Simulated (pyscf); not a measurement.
7 gas-phase steps of one pattern: four-centre exchange on the singlet surface, Ge–O + H–H or H–H + O–Si broken and Ge–H + H–O or H–O + H–Si formed. Single points on ωB97X-D3(BJ)/def2-SVP structures (PySCF, gas phase). Electronic energies in eV, from the separated reactants; ΔE‡ at ωB97M-D3(BJ)/def2-TZVP, beside the barrier at r²SCAN/def2-TZVP on the same structures. Rows were drawn at random from the steps of this pattern with a verified saddle, stable references and no exit in the data more than 5 kcal/mol lower.

```csv
row,step,ΔE‡(r²SCAN),ΔE‡
1,HO–GeH₂–SnH₃ (SMILES [OH][GeH2][SnH3]) + H₂ (SMILES [H][H]) → H₃Ge–SnH₃ (SMILES [GeH3][SnH3]) + H₂O (SMILES O),1.81,1.90
2,H₃Ge–O–GeH₃ (SMILES [GeH3][O][GeH3]) + H₂ (SMILES [H][H]) → GeH₄ (SMILES [GeH4]) + HO–GeH₃ (SMILES [OH][GeH3]),1.82,1.93
3,O=CH–O–SiH₃ (SMILES O=CO[SiH3]) + H₂ (SMILES [H][H]) → O=CH–OH (SMILES O=CO) + SiH₄ (SMILES [SiH4]),2.49,2.59
4,H₂N–SiH(NH₂)–OH (SMILES N[SiH](N)O) + H₂ (SMILES [H][H]) -> H₂N–SiH₂–NH₂ (SMILES N[SiH2]N) + H₂O (SMILES O),2.06,2.13
5,F–SiH₂–O–SiH₂–O–SiH₃ (SMILES F[SiH2]O[SiH2]O[SiH3]) + H₂ (SMILES [H][H]) -> F–SiH₂–O–SiH₃ (SMILES F[SiH2]O[SiH3]) + HO–SiH₃ (SMILES O[SiH3]),2.43,2.49
6,HO–SiH(OH)–O–SiH₃ (SMILES O[SiH](O)O[SiH3]) + H₂ (SMILES [H][H]) -> HO–SiH₂–OH (SMILES O[SiH2]O) + HO–SiH₃ (SMILES O[SiH3]),2.34,2.40
7,H₃C–Si(CH₃)(OH)–O–SiH₂–OH (SMILES C[Si](C)(O)O[SiH2]O) + H₂ (SMILES [H][H]) → H₃C–Si(CH₃)(OH)–OH (SMILES C[Si](C)(O)O) + HO–SiH₃ (SMILES O[SiH3]),2.35,?
```

Q: Fit ΔE‡ = a + b·ΔE‡(r²SCAN) to the other rows and predict row 7.

A: Over the 6 complete rows the means are +2.16 (ΔE‡(r²SCAN)) and 2.24 (ΔE‡); least squares gives b = 0.97 and a = 0.15 eV, with residuals of 0.02 eV (root mean square; largest 0.02, row 3). For row 7: 0.15 + 0.97 × (+2.35) = 2.43 eV. The computed barrier is 2.41 eV, 0.02 under the line. The line follows the complete rows closely. Each barrier is that of the saddle found. Elements up to Kr have no core potential and no relativistic terms here. Elements past Kr carry the def2 core potentials, without spin-orbit coupling.
